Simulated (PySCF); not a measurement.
Molecule: SMILES C=[PH3], CH5P.

Bonds (- single, = double, # triple, : aromatic): C1=P2. C1 carries H3, H4; P2 carries H5, H6, H7.

Frames of a GFN2-xTB Langevin trajectory at 200 K; GIAO PBE0/pcSseg-1 shieldings in PySCF 2.14.0 with density-fitted response routines, gas phase, non-relativistic; equivalent atoms averaged within each frame.

Chemical shifts δ = σref − σ; TMS for 13C (σ = 186.93 ppm), 1H (σ = 31.72 ppm); H3PO4 for 31P (σ = 318.38 ppm), all at this level. The references are static minima.

**Question.** How do the shifts (ppm) fluctuate along the trajectory?

**Answer.** 
```tsv
time (fs)	C1	P2	H5/H6/H7	H3/H4
optimised geometry	-23.9	-134.1	6.02	-0.80
250	-29.4	-129.7	6.18	-1.10
425	-26.9	-134.5	6.18	-1.09
625	-27.5	-136.8	5.93	-1.20
800	-11.8	-144.2	6.34	-0.27
1000	-24.5	-126.2	6.49	-0.95
mean of frames	-24.0	-134.3	6.22	-0.92
standard deviation	7.0	6.9	0.21	0.37
```

5 frames give an uncertainty of the mean of about the standard deviation over 2.2 at best, since frames this close in time may not be independent; classical motion lacks zero-point vibration, and the reference would need the same averaging.
